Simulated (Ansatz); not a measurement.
Geometry optimisation, RKS PBE/def2-SVPD (Ansatz 0.2.0).

input.yaml

```yaml
crystal:
  periodic: [false, false, false]
  atoms:
    - { symbol: Al, position_ang: [-0.4033, -0.6927, -0.3938] }
    - { symbol: S, position_ang: [0.8308, 0.6287, 0.8913] }
    - { symbol: H, position_ang: [-0.3798, -2.1659, 0.0603] }
    - { symbol: H, position_ang: [-1.8938, -0.1469, -0.3018] }
    - { symbol: H, position_ang: [0.0423, -0.5384, -1.9381] }
    - { symbol: H, position_ang: [0.0577, 1.5906, 1.5114] }
    - { symbol: H, position_ang: [1.8074, 1.2566, 0.125] }
basis:
  gaussian: { orbitals: def2-SVPD }
hamiltonian:
  xc: pbe
relax:
  f_tol: 0.015
  max_steps: 40
```

Launched with:

```bash
$ ansatz run input.yaml --threads 1 --pin off --max-ram 2048MiB --backend cpu --events-out ev --progress --plain --runs-dir out
```

Question: Where does it end, and by what steps?

Answer: The run converged. The force dipped under the threshold on the way, but the program's further checks kept it going. After 18 steps the energy has fallen by 0.933 eV; H6 moved furthest, 0.97 Å.

```csv
step,energy less start (eV),largest force component (eV/Å),accepted
0,0.0000,2.456,yes
1,-0.7139,1.309,yes
2,-0.8753,0.671,yes
3,-0.9006,0.041,yes
4,-0.9034,0.019,yes
5,-0.8955,0.608,no
6,-0.9059,0.021,yes
7,-0.9077,0.246,yes
8,-0.9102,0.244,yes
9,-0.9072,0.515,no
10,-0.9160,0.050,yes
11,-0.9225,0.026,yes
12,-0.9234,0.333,yes
13,-0.9275,0.105,yes
14,-0.9316,0.020,yes
15,-0.9323,0.012,yes
16,-0.9324,0.046,yes
17,-0.9326,0.024,yes
18,-0.9326,0.002,yes
```

```xyz
7
Properties=species:S:1:pos:R:3
Al -0.627 -0.766 -0.530
S 0.630 0.703 1.180
H 0.048 -2.144 -0.053
H -2.092 -0.385 0.010
H -0.099 -0.074 -1.883
H 0.340 1.921 0.639
H 1.861 0.677 0.591
```

The run took 44 s on 1 thread of Arm Neoverse V1 (shared host), peak memory 0.15 GiB.
